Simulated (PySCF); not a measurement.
ClF, singlet, geometry from GFN2-xTB of the parent state; PySCF with HF/def2-SVP.

The PySCF input:
```python
from pyscf import gto, scf

mol = gto.M(
    atom='''
F    -0.000000   -0.000000   -1.046101
Cl    0.000000    0.000000    0.553818
''',
    basis='def2-svp',
    charge=0,
    spin=0,
    verbose=4,
)

mf = scf.RHF(mol)
mf.kernel()
mf.analyze()
```

**Question.** Predict the main parts of the log of this PySCF run.

**Answer.** 
```
PySCF version 2.14.0

[INPUT] verbose = 4
[INPUT] num. atoms = 2
[INPUT] num. electrons = 26
[INPUT] charge = 0
[INPUT] spin (= nelec alpha-beta = 2S) = 0
[INPUT] symmetry False subgroup None
[INPUT] Mole.unit = angstrom
[INPUT] Symbol           X                Y                Z      unit          X                Y                Z       unit  Magmom
[INPUT]  1 F      0.000000000000   0.000000000000  -1.046101000000 AA    0.000000000000   0.000000000000  -1.976844388634 Bohr   0.0
[INPUT]  2 Cl     0.000000000000   0.000000000000   0.553818000000 AA    0.000000000000   0.000000000000   1.046564342854 Bohr   0.0

nuclear repulsion = 50.6051326790669
number of shells = 14
number of NR pGTOs = 60
number of NR cGTOs = 32
basis = def2-svp
ecp = {}

******** <class 'pyscf.scf.hf.RHF'> ********
method = RHF
initial guess = minao
damping factor = 0
level_shift factor = 0
DIIS = <class 'pyscf.scf.diis.CDIIS'>
diis_start_cycle = 1
diis_space = 8
diis_damp = 0
SCF conv_tol = 1e-09
SCF conv_tol_grad = None
SCF max_cycles = 50
direct_scf = True
direct_scf_tol = 1e-13
Set gradient conv threshold to 3.16228e-05
Initial guess from minao.
init E= -558.644591238472
  HOMO = -0.389097015488882  LUMO = -0.115586403135616  gap/eV = 7.44260
cycle= 1 E= -558.5847529691  delta_E= 0.0598  |g|= 0.334  |ddm|= 1.58
  HOMO = -0.50737940526773  LUMO = 0.0745224278355239  gap/eV = 15.83436
cycle= 2 E= -558.603640956673  delta_E= -0.0189  |g|= 0.128  |ddm|= 0.305
  HOMO = -0.487365541621284  LUMO = 0.091639699354531  gap/eV = 15.75554
cycle= 3 E= -558.6062468763  delta_E= -0.00261  |g|= 0.0353  |ddm|= 0.102
  HOMO = -0.485993220492365  LUMO = 0.0978426307637621  gap/eV = 15.88698
cycle= 4 E= -558.606480709652  delta_E= -0.000234  |g|= 0.0084  |ddm|= 0.0249
  HOMO = -0.487082558662547  LUMO = 0.0971221025091653  gap/eV = 15.89702
cycle= 5 E= -558.606499761863  delta_E= -1.91e-05  |g|= 0.000934  |ddm|= 0.0088
  HOMO = -0.486939199798574  LUMO = 0.0972428679778758  gap/eV = 15.89640
cycle= 6 E= -558.60650011124  delta_E= -3.49e-07  |g|= 0.000241  |ddm|= 0.00126
  HOMO = -0.486947026658559  LUMO = 0.0972160207320112  gap/eV = 15.89589
cycle= 7 E= -558.606500137389  delta_E= -2.61e-08  |g|= 5.83e-05  |ddm|= 0.000321
  HOMO = -0.486935097622333  LUMO = 0.0972232520656902  gap/eV = 15.89576
cycle= 8 E= -558.60650013916  delta_E= -1.77e-09  |g|= 1.12e-05  |ddm|= 9.33e-05
  HOMO = -0.486935868490927  LUMO = 0.0972220102096415  gap/eV = 15.89575
cycle= 9 E= -558.606500139235  delta_E= -7.47e-11  |g|= 1.9e-06  |ddm|= 2.18e-05
  HOMO = -0.48693548984154  LUMO = 0.0972224152857972  gap/eV = 15.89575
Extra cycle  E= -558.606500139237  delta_E= -1.93e-12  |g|= 6.83e-07  |ddm|= 2.36e-06
converged SCF energy = -558.606500139237
**** SCF Summaries ****
Total Energy =                        -558.606500139236687
Nuclear Repulsion Energy =              50.605132679066884
One-electron Energy =                 -874.252811278346826
Two-electron Energy =                  265.041178460043341
Two-electron Coulomb Energy =          302.626474869392837
DFT Exchange-Correlation Energy =      -37.585296409349496
HOMO-LUMO gap [eV] =                    15.895746253054513
**** MO energy ****
MO #1   energy= -104.889943672942  occ= 2
MO #2   energy= -26.3416957711285  occ= 2
MO #3   energy= -10.6482052385337  occ= 2
MO #4   energy= -8.12420521777549  occ= 2
MO #5   energy= -8.11768847342585  occ= 2
MO #6   energy= -8.11768847342583  occ= 2
MO #7   energy= -1.62190863041074  occ= 2
MO #8   energy= -1.09682701851871  occ= 2
MO #9   energy= -0.72717069731276  occ= 2
MO #10  energy= -0.727170697312755 occ= 2
MO #11  energy= -0.698851870643635 occ= 2
MO #12  energy= -0.486935489841544 occ= 2
MO #13  energy= -0.48693548984154  occ= 2
MO #14  energy= 0.0972224152857972 occ= 0
MO #15  energy= 0.599129909768481  occ= 0
MO #16  energy= 0.942483879329085  occ= 0
MO #17  energy= 0.942483879329091  occ= 0
MO #18  energy= 0.975029654605873  occ= 0
MO #19  energy= 0.978580062925375  occ= 0
MO #20  energy= 0.97858006292539   occ= 0
MO #21  energy= 1.08507851946367   occ= 0
 ** Mulliken pop on meta-lowdin orthogonal AOs  **
 ** Mulliken pop  **
pop of  0 F 1s            1.99999
pop of  0 F 2s            1.90805
pop of  0 F 3s            0.00152
pop of  0 F 2px           1.99542
pop of  0 F 2py           1.99542
pop of  0 F 2pz           1.41747
pop of  0 F 3px           0.00087
pop of  0 F 3py           0.00087
pop of  0 F 3pz           0.00054
pop of  0 F 3dxy          0.00000
pop of  0 F 3dyz          0.00084
pop of  0 F 3dz^2         0.00354
pop of  0 F 3dxz          0.00084
pop of  0 F 3dx2-y2       0.00000
pop of  1 Cl 1s           2.00000
pop of  1 Cl 2s           1.99998
pop of  1 Cl 3s           1.91920
pop of  1 Cl 4s           0.00404
pop of  1 Cl 2px          2.00000
pop of  1 Cl 2py          2.00000
pop of  1 Cl 2pz          1.99997
pop of  1 Cl 3px          1.99848
pop of  1 Cl 3py          1.99848
pop of  1 Cl 3pz          0.72467
pop of  1 Cl 4px          0.00071
pop of  1 Cl 4py          0.00071
pop of  1 Cl 4pz          0.00663
pop of  1 Cl 3dxy         0.00000
pop of  1 Cl 3dyz         0.00369
pop of  1 Cl 3dz^2        0.01442
pop of  1 Cl 3dxz         0.00369
pop of  1 Cl 3dx2-y2      0.00000
 ** Mulliken atomic charges  **
charge of    0F =     -0.32535
charge of    1Cl =      0.32535
Dipole moment(X, Y, Z, Debye):  0.00000,  0.00000,  1.41122
```
